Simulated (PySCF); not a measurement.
# NMR parameters of SiCl2

SiCl2, Cl2Si, point group C2v.

Cartesian coordinates in Å; atom numbers follow the order of the lines, from 1:
```xyz
3

Si    0.005   -0.007   -0.887
Cl    1.609   -0.017    0.453
Cl   -1.615    0.024    0.434
```

GIAO calculations in PySCF 2.14.0 with density-fitted response routines on the PBE0-D3(BJ)/def2-SVP structure: isolated species, non-relativistic, equivalent atoms averaged; basis pcSseg-1.

Question: Give the isotropic shieldings (ppm) with PBE0, wB97X-D.

Answer: 
```json
{"atoms": "Cl2/Cl3", "environment": "chlorine bonded to Si", "PBE0": "395", "wB97X-D": "410"}
{"atoms": "Si1", "environment": "silicon bonded to 2 Cl", "PBE0": "57.2", "wB97X-D": "44.0"}
{"atoms": "HOMO–LUMO gap (eV)", "environment": "–", "PBE0": "4.84", "wB97X-D": "8.40"}
```

Question: And the chemical shifts, against references computed in the same way?

Answer: 
```tsv
atoms	nucleus, reference	PBE0	wB97X-D
Cl2/Cl3	$^{35}$Cl, HCl	549	529
Si1	$^{29}$Si, TMS	294.8	308.9
```

Question: Which part of the shielding of Cl2/Cl3 depends on the functional?

Answer: Diamagnetic: PBE0 1148, wB97X-D 1149 ppm; paramagnetic: PBE0 -754, wB97X-D -738 ppm. The diamagnetic part, set mainly by inner electrons, hardly moves; the paramagnetic part goes with low-lying magnetically allowed excitations and carries the spread.
